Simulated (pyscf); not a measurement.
Structures and frequencies: ωB97X-D3(BJ)/def2-SVP in PySCF.

### Question
For the elementary gas-phase step H₂N–Si(Cl)(Cl)–Cl + hydrogen (H₂) → H₂N–SiH(Cl)–Cl + hydrogen chloride (HCl) (singlet surface; Cl–Si, H–H broken, H–Si, Cl–H formed), what barrier and reaction energy does B3LYP-D3(BJ)/def2-TZVP give, measured from the separated reactants?

### Answer
ΔE‡ = 2.16 eV, ΔE = +0.81 eV. ωB97M-D3(BJ)/def2-TZVP gives 2.20 eV and +0.80 eV. Zero-point energy shifts the barrier by +0.15 eV. It is a four-centre exchange, with an imaginary mode of 889i cm⁻¹. This is the saddle that the search found; another between the same sides may lie lower.
